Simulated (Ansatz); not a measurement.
# H4N2Si: the cost of one run

All numbers below are computed with Ansatz 0.2.0 (RKS B3LYP-D4/def2-SVP).

1 further run of the same task is left out (it didn't finish).

**1. The system as given**

Bond lengths: N1–Si2 1.628 Å, Si2–N3 1.664 Å, N1–H4 0.989 Å, N1–H5 1.010 Å, N3–H6 1.036 Å, N3–H7 1.066 Å. Angles: N1–Si2–N3 91.8°, Si2–N1–H4 113.0°, Si2–N1–H5 111.8°, H4–N1–H5 102.6°, Si2–N3–H6 109.9°, Si2–N3–H7 112.4°, H6–N3–H7 102.9°.

Structure file:

```xyz
7

N    -0.9757    0.4178   -0.5039
Si   -0.1970   -1.0088   -0.4107
N     0.9983   -0.3536    0.5437
H    -1.9325    0.3210   -0.7355
H    -1.0118    0.8846    0.3911
H     1.2706    0.5764    0.1783
H     1.9094   -0.9054    0.4913
```

**2. Relaxing end A**

File input.yaml:

```yaml
crystal:
  periodic: [false, false, false]
  atoms:
    - { symbol: "N", position_ang: [-0.9757, 0.4178, -0.5039] }
    - { symbol: Si, position_ang: [-0.197, -1.0088, -0.4107] }
    - { symbol: "N", position_ang: [0.9983, -0.3536, 0.5437] }
    - { symbol: H, position_ang: [-1.9325, 0.321, -0.7355] }
    - { symbol: H, position_ang: [-1.0118, 0.8846, 0.3911] }
    - { symbol: H, position_ang: [1.2706, 0.5764, 0.1783] }
    - { symbol: H, position_ang: [1.9094, -0.9054, 0.4913] }
basis:
  gaussian: { orbitals: def2-SVP }
hamiltonian:
  xc: b3lyp
  dispersion: d4
relax:
  f_tol: 0.015
  max_steps: 40
```

The run is started by

```sh
ansatz run input.yaml --threads 1 --pin off --max-ram 2048MiB --backend cpu --events-out ev --progress --plain --runs-dir out
```

Q: Estimate wall time and peak memory on 1 thread of Arm Neoverse V2, shared host.

About 17 s, with a peak of 0.12 GiB.
